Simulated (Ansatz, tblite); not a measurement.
Cost and result up the ladder for the cluster MgF₂⁺ (the lowest doublet isomer of a short search) (3 atoms). Total charge 1; doublet. Geometry: PBE-D4/def2-TZVP.

```xyz
3

Mg    0.6468    0.3630    0.6382
F    -0.9640   -0.5004    0.5115
F     0.3172    0.1374   -1.1497
```

Ansatz on 4 threads of Arm Neoverse V1 on a shared host; xTB runs through tblite on one thread. Times are rough, summed over both states, and most runs start from the orbitals of an earlier one. RPA@PBE/def2-TZVP serves as the yardstick here, not as an exact answer. The other state is a quartet at its own geometry, which has other bonds, so the gap mixes isomer and spin.

The xTB rows come from tblite. Correlated methods freeze 3 core orbitals; core or outer-core shells of Mg are correlated, in sets that lack core-valence functions. In CCSD on the charge 1 doublet the largest single amplitude is 0.41, so its Hartree–Fock determinant may place the open shell otherwise than the density functionals do. HOMO above LUMO, or a gap near zero within one spin, warns that the state may not be the lowest or that an electron is smeared out. In the quartet geometry the species has come apart into loosely held pieces. In the quartet, F2 and F3 lie 1.79 Å apart (atoms count from 1), so these atoms are partly bonded to each other. The structure comes from a short search, and lower isomers may exist.

Run but left out: HF/STO-3G, HF/def2-TZVP, HF/def2-TZVPP, MP2/def2-TZVP, MP2/def2-TZVPP (doublet: a determinant that CCSD turns far, T1 0.069).

Correlated methods converge slowly with the basis.

xTB has no spin-polarisation term.

```tsv
level	functions	wall time	quartet − doublet (eV)	difference from RPA@PBE/def2-TZVP (eV)	remarks
GFN1-xTB	12	0.004 s	2.73	-1.77	–
GFN2-xTB	17	0.004 s	3.51	-1.00	–
LDA (SPW92)/def2-TZVP	94	1 s	5.08	0.57	gap within one spin near zero (quartet)
PBE-D4/def2-TZVP	94	2.2 s	4.79	0.28	–
RPA@PBE/def2-TZVP	94	2.4 s	4.51	0.00	–
BHLYP-D4/def2-TZVP	94	3.7 s	4.44	-0.06	–
PBE0-D4/def2-TZVP (with forces)	94	4.3 s	4.87	0.36	–
r2SCAN-D4/def2-TZVP	94	5 s	5.07	0.56	–
r2SCANh-D4/def2-TZVP	94	5 s	5.00	0.50	–
r2SCAN0-D4/def2-TZVP	94	5.1 s	4.80	0.29	–
B97M-V/def2-TZVP	94	9.8 s	5.08	0.57	–
CCSD(T)/def2-TZVPP	94	13 s	4.81	0.30	large T1 (0.069) (doublet)
```
